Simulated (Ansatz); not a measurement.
One change: `C=CC(=C)O` becomes `C=C(O)F`.

Ansatz, PBE0-D4/def2-TZVP geometries, multiplicity 1. Each molecule was computed in one conformer, which needn't be the lowest.

```json
{"property": "size of the dipole moment (B3LYP/def2-TZVPP) / D", "`C=CC(=C)O`": "0.90"}
{"property": "LUMO energy (B3LYP/def2-TZVPP) / eV", "`C=CC(=C)O`": "-0.94"}
{"property": "LUMO energy (PBE0/def2-TZVPP) / eV", "`C=CC(=C)O`": "-0.73"}
{"property": "HOMO energy (B3LYP/def2-TZVPP) / eV", "`C=CC(=C)O`": "-6.31"}
{"property": "size of the dipole moment (ωB97M-V/def2-TZVPP) / D", "`C=CC(=C)O`": "0.84"}
{"property": "LUMO energy (PBE/def2-TZVPP) / eV", "`C=CC(=C)O`": "-1.65"}
```

**Question.** What does the change do to each property? (Best estimate.)

**Answer.** Ansatz gave: 
```tsv
property	`C=C(O)F`	shift
size of the dipole moment (B3LYP/def2-TZVPP) / D	1.01	0.11
LUMO energy (B3LYP/def2-TZVPP) / eV	0.58	1.52
LUMO energy (PBE0/def2-TZVPP) / eV	1.01	1.74
HOMO energy (B3LYP/def2-TZVPP) / eV	-6.71	-0.40
size of the dipole moment (ωB97M-V/def2-TZVPP) / D	1.03	0.19
LUMO energy (PBE/def2-TZVPP) / eV	0.03	1.68
```

With PBE0 the HOMO falls by 0.41 eV and the LUMO rises by 1.74 eV, so the gap widens by about 2.15 eV. PBE moves the HOMO by -0.20 eV and ωB97M-V by -0.56 eV. Dipoles are sizes alone; their direction can turn.

B3LYP here is the variant with VWN-RPA as its local correlation; programs differ in this.
